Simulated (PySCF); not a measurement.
```xyz
5

C      0.0406    -0.0131    -0.0157
O     -0.0849     1.3220    -0.1557
H      0.9983    -0.4751    -0.3761
H     -0.1249    -0.3067     1.0627
H     -0.8285    -0.5375    -0.5119
```

Charge 0, multiplicity 2.

Task: Give the Mulliken and meta-Löwdin atomic charges from TPSSh-D3(BJ)/def2-TZVP // BP86-D3(BJ)/def2-SVP in PySCF.

Result: 
| atom | Mulliken (e) | meta-Löwdin (e) |
|---|---|---|
| C1 | -0.18 | -0.08 |
| O2 | -0.22 | -0.27 |
| H3 | 0.11 | 0.09 |
| H4 | 0.15 | 0.13 |
| H5 | 0.15 | 0.13 |
